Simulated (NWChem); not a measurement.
# One shape, several levels: CH2N2 (cyanamide)

Wanted: a comparison of 6 runs (HF/STO-3G, B3LYP/6-31G*, B3LYP/def2-TZVP, M06-2X/def2-TZVP, PBE0/def2-TZVP, CCSD(T)/def2-TZVP) of CH2N2 (cyanamide). 

Program for the calculation: NWChem 7.3.0.

4 further runs of the same task are left out: 2 that didn't finish, 2 set aside as unsound or not needed. Runs told in other sessions of the task aren't counted.

**1. The system as given**

CH2N2 has 5 atoms, charge 0, and is taken as a singlet. As SMILES, `N#CN`. One bond was lengthened or shortened from a relaxed shape.

Bond lengths: N1–C2 1.154 Å, C2–N3 1.736 Å, N3–H4 1.009 Å, N3–H5 1.009 Å. Angles: N1–C2–N3 177.4°, C2–N3–H4 115.2°, C2–N3–H5 115.2°, H4–N3–H5 113.6°.

**2. A single-point energy at HF/STO-3G (run 1)**

nw.nw

```
start nw
memory total 2200 mb

geometry units atomic noautosym nocenter noautoz
  N   0.97363603 -2.87583624  3.11812558
  C   0.53697702 -1.46470215  1.51344575
  N  -0.01504222  0.59307165 -0.98014425
  H  -1.70075351  0.38760173 -1.84558212
  H   0.45999713  2.41006221 -0.65492238
end

basis spherical bse
  * library STO-3G
end

scf
  thresh 1e-08
  maxiter 80
end

task scf energy
```

Run with:

```bash
nwchem nw.nw > nw.out
```

Log:

```text
[...]
  functions       =    17
[...]
  wavefunction    = RHF
[...]
         Total SCF energy =   -145.922528101335
      One-electron energy =   -304.759663143564
      Two-electron energy =    105.289764459101
 Nuclear repulsion energy =     53.547370583129
        Time for solution =      0.2s
[...]
```

Wall time 0.75 s (1 thread of Intel Xeon 6975P-C (Granite Rapids), shared host); peak memory 0.1 GiB.

**3. A single-point energy at B3LYP/6-31G(d) (spherical functions) (run 2)**

input.nw

```
start input
title "CH2N2"
memory 2200 mb

geometry noautosym nocenter noautoz
  N      0.515226    -1.521827     1.650041
  C      0.284156    -0.775087     0.800881
  N     -0.007960     0.313840    -0.518670
  H     -0.900000     0.205110    -0.976640
  H      0.243420     1.275350    -0.346570
end

basis spherical bse
  * library 6-31G*
end

dft
  xc b3lyp
  grid xfine
  convergence energy 1e-08
  iterations 100
  mulliken
  print medium
end

task dft
```

Run with:

```bash
nwchem input.nw > input.out
```

Log:

```text
[...]
          Wavefunction type:  closed shell.
          No. of atoms     :     5
          No. of electrons :    22
[...]
          Charge           :     0
          Spin multiplicity:     1
[...]
          AO basis - number of functions:    46
[...]
              XC Information
              --------------
                         B3LYP Method XC Potential
                     Hartree-Fock (Exact) Exchange  0.200
                        Slater Exchange Functional  0.800 local
                    Becke 1988 Exchange Functional  0.720 non-local
              Lee-Yang-Parr Correlation Functional  0.810
                  VWN I RPA Correlation Functional  0.190 local
[...]
 d= 0,ls=0.0,diis     1   -148.6094196772 -2.02D+02  2.95D-02  7.11D-01     0.7
[...]
 d= 0,ls=0.0,diis    11   -148.7076971524 -3.46D-10  3.75D-07  3.43D-10     6.0
         Total DFT energy =     -148.707697152396
      One electron energy =     -306.464707256493
           Coulomb energy =      124.011410137903
    Exchange-Corr. energy =      -19.801774431515
 Nuclear repulsion energy =       53.547374397709
[...]
      Total Density - Mulliken Population Analysis
     ---------------------------------------------
    Atom       Charge   Shell Charges
 -----------   ------   -------------------------------------------------------
    1 N    7     7.29   2.00  0.86  2.25  0.90  1.24  0.04
    2 C    6     5.69   2.00  0.69  1.88  0.41  0.67  0.04
    3 N    7     7.75   2.00  0.78  2.41  0.90  1.63  0.02
    4 H    1     0.64   0.50  0.14
    5 H    1     0.64   0.50  0.14
[...]
```

It took 6.6 s on 1 thread of Intel Xeon 6975P-C (Granite Rapids), shared host; peak memory 0.13 GiB.

**4. A single-point energy at B3LYP/def2-TZVP (run 3)**

job.nw

```
start job
title "CH2N2"
memory total 2200 mb
geometry units angstroms noautosym nocenter noautoz
  N     0.515226   -1.521827    1.650041
  C     0.284156   -0.775087    0.800881
  N    -0.007960    0.313840   -0.518670
  H    -0.900000    0.205110   -0.976640
  H     0.243420    1.275350   -0.346570
end
basis spherical bse
  N library def2-TZVP
  C library def2-TZVP
  H library def2-TZVP
end
dft
  xc b3lyp
  grid fine
  convergence energy 1e-08
  iterations 100
  mulliken
  print medium
end
task dft energy
```

Run with:

```bash
nwchem job.nw > job.out
```

Log:

```text
[...]
          Wavefunction type:  closed shell.
          No. of atoms     :     5
          No. of electrons :    22
[...]
          Charge           :     0
          Spin multiplicity:     1
[...]
          AO basis - number of functions:   105
[...]
              XC Information
              --------------
                         B3LYP Method XC Potential
                     Hartree-Fock (Exact) Exchange  0.200
                        Slater Exchange Functional  0.800 local
                    Becke 1988 Exchange Functional  0.720 non-local
              Lee-Yang-Parr Correlation Functional  0.810
                  VWN I RPA Correlation Functional  0.190 local
[...]
 d= 0,ls=0.0,diis     1   -148.6819618084 -2.02D+02  1.02D-02  8.85D-01     1.3
[...]
 d= 0,ls=0.0,diis    11   -148.7807889842 -3.10D-09  3.62D-07  7.70D-09    11.4
         Total DFT energy =     -148.780788984223
      One electron energy =     -306.470344376092
           Coulomb energy =      123.937225191119
    Exchange-Corr. energy =      -19.795044196959
 Nuclear repulsion energy =       53.547374397709
[...]
      Total Density - Mulliken Population Analysis
     ---------------------------------------------
    Atom       Charge   Shell Charges
 -----------   ------   -------------------------------------------------------
    1 N    7     7.03   0.82  1.15  0.64  0.80  0.25  1.44  1.28  0.61  0.01  0.03  0.00
    2 C    6     6.04   0.86  1.12  0.56  0.59  0.09  1.24  1.12  0.36  0.02  0.06  0.01
    3 N    7     7.45   0.82  1.15  0.57  0.79  0.22  1.51  1.54  0.83  0.00  0.02  0.00
    4 H    1     0.74   0.27  0.39  0.04  0.04
    5 H    1     0.74   0.27  0.39  0.04  0.04
[...]
```

It took 12 s on 1 thread of Intel Xeon 6975P-C (Granite Rapids), shared host; peak memory 0.12 GiB.

Runs 4 to 5 aren't shown in full; the table further down has their settings and results.

**5. The energy at CCSD(T)/def2-TZVP (run 6)**

mol.nw

```
start mol
memory 2200 mb

geometry noautosym nocenter noautoz
 N     0.515226   -1.521827    1.650041
 C     0.284156   -0.775087    0.800881
 N    -0.007960    0.313840   -0.518670
 H    -0.900000    0.205110   -0.976640
 H     0.243420    1.275350   -0.346570
end

basis spherical bse
 * library def2-TZVP
end

scf
 thresh 1e-08
 maxiter 80
 print low
end

ccsd
 freeze core 3
 maxiter 60
end

task ccsd(t)
```

Run with:

```bash
nwchem mol.nw > mol.out
```

Log:

```text
[...]
  functions       =   105
[...]
  wavefunction    = RHF
[...]
         Total SCF energy =   -147.893058038762
      One-electron energy =   -306.038851944230
      Two-electron energy =    104.598419507759
 Nuclear repulsion energy =     53.547374397709
        Time for solution =     14.9s
[...]
 Total MP2 energy:           -148.442918333290777
[...]
             energy      energy      error      ampl     ampl      Block
                                                time     time      time
[...]
 Total CCSD energy:           -148.453411654064638
[...]
 Total CCSD+T(CCSD) energy:           -148.483340744138388
[...]
 Total CCSD(T) energy:                -148.481981767191570
[...]
```

Wall time 2.4 min (1 thread of Intel Xeon 6975P-C (Granite Rapids), shared host); peak memory 0.29 GiB.

**6. All runs side by side**

```csv
run,level,iteration cap,module,energy (Eh),dipole moment (D),HOMO energy (eV),LUMO energy (eV),wall time
1,HF/STO-3G,80,scf,-145.922528,3.62,-10.03,7.63,0.75 s
2,B3LYP/6-31G* (spherical functions),100,dft,-148.707697,4.03,-7.86,-1.35,6.6 s
3,B3LYP/def2-TZVP,100,dft,-148.780789,4.10,-8.31,-1.93,12 s
4,M06-2X/def2-TZVP,100,dft,-148.714505,4.08,-10.06,-0.58,14 s
5,PBE0/def2-TZVP,100,dft,-148.597857,4.09,-8.55,-1.55,12 s
6,CCSD(T)/def2-TZVP,80,ccsd(t),-148.481982,–,–,–,2.4 min
```

**7. Outcome**

| quantity | value |
| --- | --- |
| run 6: total energy | -148.48198 Eh |
| run 6: correlation energy (3 core orbitals frozen) | -588.9 mEh |
| run 6: (T) correction | -28.57 mEh |

In words: Over runs 1, 2, 3, 4, 5 the dipole moment (its size) runs from 3.62 D (HF/STO-3G) to 4.10 D (B3LYP/def2-TZVP). The two ends differ in method and basis. Over runs 1, 2, 3, 4, 5 the HOMO–LUMO gap runs from 6.38 eV (B3LYP/def2-TZVP) to 17.66 eV (HF/STO-3G). Totals of different functionals can't be ranked against each other. In run 1 the basis is minimal, so the values are rough. All runs together took 3.2 min, the longest 2.4 min.
